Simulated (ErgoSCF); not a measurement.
# SiH2Cl (chlorosilyl radical) at 5 levels

Wanted: a comparison of 5 runs (UHF/STO-3G, UHF/def2-SVP, UHF/pcseg-1, UPBE/pcseg-1, UPBE0/def2-SVP) of SiH2Cl (chlorosilyl radical). 

The results are computed with ErgoSCF 3.8.

### Step 1. Starting point

The species is SiH2Cl (4 atoms), meant as a doublet with charge 0. SMILES: `[SiH2]Cl`. Geometry: relaxed at GFN2-xTB.

Bond lengths: Si1–Cl2 2.022 Å, Si1–H3 1.451 Å, Si1–H4 1.451 Å. Angles: Cl2–Si1–H3 110.3°, Cl2–Si1–H4 110.2°, H3–Si1–H4 114.9°.

### Step 2. A single-point energy at UHF/STO-3G (run 1)

job.ego reads:

```
# ClH2Si, HF
set_nthreads("env")
tmpdir = "."
basis = "STO-3G"
scf.output_mulliken_pop = 1
spin_polarization = 1
scf.max_number_of_iterations = 120
scf.use_diagonalization = 1
molecule_inline Angstrom
Si    -0.283580     0.237700     0.131590
Cl     1.597690    -0.059610     0.811090
H     -1.065000    -0.978280     0.263310
H     -0.249110     0.800200    -1.205980
EOF
run "HF"
```

The basis set STO-3G is read from a file made from the Basis Set Exchange's data (not shown).

Command:

```console
ergo job.ego
```

Output:

```text
[...]
INSC SCF_general constructor, number of basis functions: 20
[...]
INSC Energy   1 =       -696.56947787663
[...]
INDE E_LUMO =          0.19993876036
[...]
INSC Energy  13 =       -741.34051462482  ( diff     -0.000000000006480 )
[...]
RESC CONVERGED after  13 iterations.
RESC FINAL ENERGY:       -741.34051462482
RESC FINAL <S2> =          0.75151563965
[...]
INSC SCF: dipole_moment_x [atomic units] =      -1.09136070
INSC SCF: dipole_moment_y [atomic units] =       0.24590058
INSC SCF: dipole_moment_z [atomic units] =      -0.30357904
[...]
```

Run time: 1.3 s. Hardware: 1 thread of Arm Neoverse V2, shared host; peak memory 0.26 GiB.

### Step 3. The energy at UHF/def2-SVP (run 2)

job.ego reads:

```
set_nthreads("env")
molecule_inline
Si    -0.53588853     0.44918790     0.24866906
Cl     3.01919653    -0.11264657     1.53273796
H     -2.01255832    -1.84868127     0.49758379
H     -0.47074967     1.51215884    -2.27897191
EOF
basis = "def2-SVP"
tmpdir = "."
scf.output_mulliken_pop = 1
charge = 0
spin_polarization = 1
scf.max_number_of_iterations = 120
scf.use_diagonalization = 1
run "HF"
```

The basis set def2-SVP is read from a file made from the Basis Set Exchange's data (not shown).

Command:

```console
ergo job.ego
```

Output:

```text
[...]
INSC SCF_general constructor, number of basis functions: 46
[...]
INSC Energy   1 =       -399.96304267002
[...]
INDE E_LUMO =          0.05058293774
[...]
INSC Energy  19 =       -749.35950345974  ( diff     -0.000000000002956 )
[...]
RESC CONVERGED after  19 iterations.
RESC FINAL ENERGY:       -749.35950345974
RESC FINAL <S2> =          0.75329997885
[...]
INSC SCF: dipole_moment_x [atomic units] =      -0.50689617
INSC SCF: dipole_moment_y [atomic units] =       0.05892623
INSC SCF: dipole_moment_z [atomic units] =      -0.20731983
[...]
```

Run time: 7.8 s. Hardware: 1 thread of Arm Neoverse V2, shared host; peak memory 0.26 GiB.

Run 3 isn't shown in full; the table further down has it.

### Step 4. A single-point energy at UPBE/pcseg-1 (run 4)

ergo.in reads:

```
set_nthreads(1)
molecule_inline Angstrom
Si    -0.283580     0.237700     0.131590
Cl     1.597690    -0.059610     0.811090
H     -1.065000    -0.978280     0.263310
H     -0.249110     0.800200    -1.205980
EOF
basis = "pcseg-1"
XC.radint = 1e-11
charge = 0
scf.output_mulliken_pop = 1
tmpdir = "."
scf.use_diagonalization = 1
XC.angint = 41
spin_polarization = 1
scf.max_number_of_iterations = 120
XC.sparse_mode = 0
run "PBE"
```

The basis set pcseg-1 is read from a file made from the Basis Set Exchange's data (not shown).

Command:

```console
ergo < ergo.in
```

Output:

```text
[...]
INDF Weighted mixed functional:
[...]
INSC Energy   1 =       -403.00799645363
[...]
INDE E_LUMO =         -0.12905841587
[...]
INSC Energy  17 =       -750.51054079279  ( diff     -0.000000000003638 )
[...]
RESC CONVERGED after  17 iterations.
RESC FINAL ENERGY:       -750.51054079279
RESC FINAL <S2> =          0.75143373031
[...]
INSC SCF: dipole_moment_x [atomic units] =      -0.42827071
INSC SCF: dipole_moment_y [atomic units] =      -0.00264568
INSC SCF: dipole_moment_z [atomic units] =      -0.23870722
[...]
```

Wall time 6.9 s (1 thread of Arm Neoverse V2, shared host); peak memory 0.26 GiB.

### Step 5. The energy at UPBE0/def2-SVP (run 5)

mol.xyz reads:

```xyz
4

Si    -0.283580     0.237700     0.131590
Cl     1.597690    -0.059610     0.811090
H     -1.065000    -0.978280     0.263310
H     -0.249110     0.800200    -1.205980
```

job.ego reads:

```
set_nthreads("env")
charge = 0
basis = "def2-SVP"
XC.sparse_mode = 0
XC.angint = 41
spin_polarization = 1
scf.output_mulliken_pop = 1
tmpdir = "."
scf.use_diagonalization = 1
XC.radint = 1e-11
scf.max_number_of_iterations = 120
molecule "mol.xyz"
run "PBE0"
```

The basis set def2-SVP is read from a file made from the Basis Set Exchange's data (not shown).

Command:

```console
ergo job.ego
```

Output:

```text
[...]
INDF Weighted mixed functional:
[...]
INSC Energy   1 =       -407.38311855011
[...]
INDE E_LUMO =         -0.08921748625
[...]
INSC Energy  17 =       -750.36599309186  ( diff     -0.000000000015234 )
[...]
RESC CONVERGED after  17 iterations.
RESC FINAL ENERGY:       -750.36599309186
RESC FINAL <S2> =          0.75176326132
[...]
INSC SCF: dipole_moment_x [atomic units] =      -0.38725567
INSC SCF: dipole_moment_y [atomic units] =       0.01214082
INSC SCF: dipole_moment_z [atomic units] =      -0.19810437
[...]
```

It took 10 s on 1 thread of Arm Neoverse V2, shared host; peak memory 0.26 GiB.

### Step 6. All runs side by side

```tsv
run	level	integration grid	radint	energy (Eh)	dipole moment (D)	⟨S²⟩	wall time
1	UHF/STO-3G	–	–	-741.340515	2.95	0.752	1.3 s
2	UHF/def2-SVP	–	–	-749.359503	1.40	0.753	7.8 s
3	UHF/pcseg-1	–	–	-749.541432	1.71	0.753	11 s
4	UPBE/pcseg-1	Turbo	1e-11	-750.510541	1.25	0.751	6.9 s
5	UPBE0/def2-SVP	Turbo	1e-11	-750.365993	1.11	0.752	10 s
```

### Step 7. Outcome

```
            quantity          value
 run 5: total energy  -750.36599 Eh
run 5: dipole moment         1.11 D
         run 5: ⟨S²⟩          0.752
```

The dipole moment (its size) runs from 1.11 D (UPBE0/def2-SVP) to 2.95 D (UHF/STO-3G). The two ends differ in method and basis. Totals of different functionals can't be ranked against each other. In run 1 the basis is minimal, so the values are rough. All runs together took 37 s, the longest 11 s.
